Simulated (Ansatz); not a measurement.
Two shapes of doublet LiH2.

Shape 1:

```xyz
3

Li    0.0000    0.0000    0.0000
H     0.0000    0.5750    1.5000
H     0.0000   -0.5750    1.5000
```

Shape 2:

```xyz
3

Li    0.0000    0.0000    0.0000
H     0.0000    0.6250    1.6000
H     0.0000   -0.6250    1.6000
```

Basis set: pcseg-2 (spherical functions). Charge 0, multiplicity 2.

Computed with Ansatz (development build ahead of 0.2.0); each method stands on the lowest determinant of its kind that the runs found.

Task: Which shape is lower in energy, and by how much in each method?

Result:

| method | E(2) − E(1) (eV) |
| --- | --- |
| B3LYP (restricted open-shell) | 0.087 |
| B3LYP (unrestricted) | 0.084 |

Shape 1 is lower. Caution: the determinant is a saddle point.
